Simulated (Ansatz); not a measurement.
A nudged elastic band was laid between two geometries of CH2FSi (5 atoms, charge 1, multiplicity 1).

These are results of Ansatz 0.2.0, RKS r2SCANh-D4/def2-SVP, not measurements.

```yaml
movable_images: 5
climbing_image: yes
spring: 5.0 eV/Å²
optimiser: quadratic models (default)
start_path: through a guess of the saddle point
force_threshold: 0.05 eV/Å
iteration_limit: 10
end_points: relaxed
```

Initial state:

```xyz
5
Properties=species:S:1:pos:R:3
F 0.718 -1.143 1.753
C 0.194 -0.459 0.888
Si -0.030 0.271 -0.687
H -1.176 -0.381 -1.356
H 0.294 1.712 -0.598
```

Final state:

```xyz
5
Properties=species:S:1:pos:R:3
F 0.630 -1.102 1.812
C 0.420 -0.563 0.737
Si -0.400 0.442 -0.441
H -1.061 -0.435 -1.433
H 0.411 1.658 -0.674
```

(1) What changes between the two ends?

(2) Give the energies along the band, and the barrier.

(3) What is the geometry of the highest image?

Answers

(1) No bond is made or broken.  The two ends are copies of one structure, up to a mirror image or an exchange of like atoms.

(2) The forces met the threshold. The highest image is number 3 of 0 to 6, 0.6 kcal/mol above the ends, which have the same energy within 2 meV. Another band between the same ends (5 images) ends at a top of the same energy, where a vibrational analysis finds 1 clearly imaginary mode. Limits of this set-up: the dipole of an ion depends on the origin.

```tsv
image	path coordinate (Å)	energy (kcal/mol)
0	0.00	0.0
1	0.10	0.2
2	0.20	0.4
3	0.30	0.6
4	0.41	0.5
5	0.51	0.2
6	0.62	0.0
```

(3) 
```xyz
5
Properties=species:S:1:pos:R:3
F 0.678 -1.132 1.797
C 0.303 -0.510 0.815
Si -0.208 0.357 -0.578
H -1.151 -0.424 -1.399
H 0.378 1.708 -0.635
```

The run took 2.4 min on 1 thread of Arm Neoverse N1, on a shared host, peak memory 0.12 GiB.
